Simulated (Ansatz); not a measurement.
Rock-salt MgS was calculated with PBE0 in Ansatz (plane waves, PAW).

Numerical settings: plane-wave cutoff 460 eV, 8×8×8 k mesh, Fermi–Dirac smearing 0.01 eV, scalar-relativistic PAW data made under PBE.

Cell (measured lattice):

```xyz
2
Lattice="0.0000 2.6016 2.6016 2.6016 0.0000 2.6016 2.6016 2.6016 0.0000" Properties=species:S:1:pos:R:3 pbc="T T T"
Mg     0.0000     0.0000     0.0000
S      2.6016     2.6016     2.6016
```

**Question.** Predict the band gap, smallest direct gap on the k points sampled and width of the whole s-p valence band.

**Answer.** 
* **band gap**: 4.53 eV (on the SCF k mesh) (indirect)
* **smallest direct gap on the k points sampled**: 5.52 eV
* **width of the whole s-p valence band**: 14.02 eV

Note: cell and atoms aren't relaxed at this level (pressure -0.4 GPa).

Computed values are for the static lattice.

Ansatz is a first-principles code.
